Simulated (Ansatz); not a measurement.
Si$_{2}$C, singlet: the ladder up to RCCSDTQ

Geometry: a PBE0/def2-TZVP stationary point for this spin, not checked as a minimum.

```
atom   x (Å)   y (Å)    z (Å)
  Si  0.0000  0.0000   1.6856
   C  0.0000  0.0000   0.0000
  Si  0.0000  0.0000  -1.6856
```

Basis cc-pVDZ; Ansatz 0.2.0. Correlated methods freeze the noble-gas cores, which leaves 12 electrons in 39 orbitals. R marks a restricted (for open shells ROHF) determinant. Active spaces: valence = (12e, 12o) chosen from the atoms' valence shells.

Full CI isn't at hand for all of this; RCCSDTQ serves as the reference, and is uncertain by about the last step of the cluster series.

The UHF ⟨S²⟩ is 0.000. The T1 diagnostic (RCCSD) is 0.0199. The largest doubles amplitude (RCCSD) is 0.071.

```
                   level  E − E(RCCSDTQ) (mEh)  share of correlation (%)    wall time
                     RHF                324.77                      0.00            –
                    RMP2                 45.08                     86.12            –
                    CISD                 58.15                     82.09        1.4 s
                   RCCSD                 23.11                     92.89            –
                RCCSD(T)                  3.09                     99.05       0.55 s
                 BCCD(T)                  2.85                     99.12       0.91 s
                  RCCSDT                  2.18                     99.33            –
               RCCSDT(Q)                 -0.12                    100.04          6 s
  CASSCF (valence space)                175.21                     46.05            –
  NEVPT2 (valence space)                 43.87                     86.49  43 s (H100)
  MRCISD (valence space)                 16.64                     94.88            –
MRCISD+Q (valence space)                  2.09                     99.36  37 s (H100)
```

The correlation energy at RCCSDTQ, counted from RHF, is -8.837 eV. That run took 36 s on 2 threads of AMD EPYC 7R13 with a shared H100 80 GB, shared host.

Times hold each run's SCF and search for its determinant on a shared host, so for small cases they say little of a method's own cost; rows without a card ran on 1 thread of AMD EPYC 7R13.

Natural occupations of CASSCF (valence space) about the gap: 1.981 1.971 1.968 1.906 1.906 0.068 0.068 0.047 0.047 0.028; effectively unpaired electrons, Σ n²(2−n)², 0.13.

Atomization energy (electronic, same basis, no zero-point term; atoms at the same level, unrestricted beside the R rows where the molecule is a closed shell, with restricted open-shell steps beyond CCSDT(Q)) at RCCSDTQ: 920.9 kJ/mol. Errors of other levels:

| level | error (kJ/mol) |
| --- | --- |
| RHF | -314.3 |
| RMP2 | 48.1 |
| CISD | -137.7 |
| RCCSD | -49.8 |
| RCCSD(T) | -5.0 |
| BCCD(T) | -4.1 |
| RCCSDT | -5.5 |
| RCCSDT(Q) | 0.3 |
| CASSCF (valence space) | -10.0 |
| NEVPT2 (valence space) | -1.0 |
| MRCISD (valence space) | -35.6 |
| MRCISD+Q (valence space) | -16.8 |

This basis is far from its limit, so the value isn't to be set against a measured one. Truncated CI isn't size-consistent, which counts against it in atomization.
